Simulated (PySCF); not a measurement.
Gas-phase reaction: 2 BH₂ + 2 BCl₃.NH₃ → 2 BCl₂NH₂ + 2 BH₃ + Cl₂

Computed with PySCF (xtb for GFN2) and rigid-rotor harmonic-oscillator thermochemistry at 1 bar. S°(298 K) at PBE0/def2-TZVP differs from the NASA 1993 table for BH₂ (+14 J/mol/K); whether the harmonic model or the table's entry is off was not settled. † marks an energy on the PBE0/def2-TZVP geometry and frequencies; other levels use their own. MP2 freezes the core. 6-31G* has spherical d functions here. Open shells (unrestricted): BH₂ (multiplicity 2); the rest are closed-shell singlets. GFN2 has no spin-polarisation term. B3LYP is the form with VWN-RPA correlation. Adducts (BCl₃.NH₃) have no counterpoise correction, and HF, PBE, BLYP, B3LYP and PBE0 lack dispersion. BCl₃.NH₃, BCl₂NH₂: computed as isolated molecules; such fragments, hydroxides, amides, oligomers or adducts are transient or little studied in the gas. MP2 isn't extrapolated to the basis-set limit; its ΔH°(298 K) is -97.7 kJ in def2-SVP and -130.4 kJ in def2-TZVPP. The harmonic model lacks anharmonicity and excited electronic states, which grow with temperature; levels with a mode under 35 cm⁻¹ are left out. Internal rotation in BCl₃.NH₃, BCl₂NH₂ is treated as a harmonic vibration of one conformer, which makes the entropy rough.

```csv
level,"ΔE electronic, kJ","ΔH°(298 K), kJ","ΔS°(298 K), J/K","ΔG°(1400 K), kJ"
B3LYP/def2-TZVP†,-211,-223,138,-402
BLYP/def2-TZVP†,-236,-247,138,-427
GFN2-xTB,-466,-468,113,-607
HF/6-31G*,-95,-111,142,-298
MP2/def2-TZVPP†,-119,-130,138,-310
PBE0/def2-QZVP†,-150,-161,138,-341
PBE0/def2-SVP†,-98,-110,138,-289
LDA/def2-TZVP†,-139,-151,138,-330
ωB97X-V/def2-TZVP†,-161,-172,138,-352
```
ΔH° is lowest at GFN2-xTB and highest at PBE0/def2-SVP†. No reference value is set beside these.
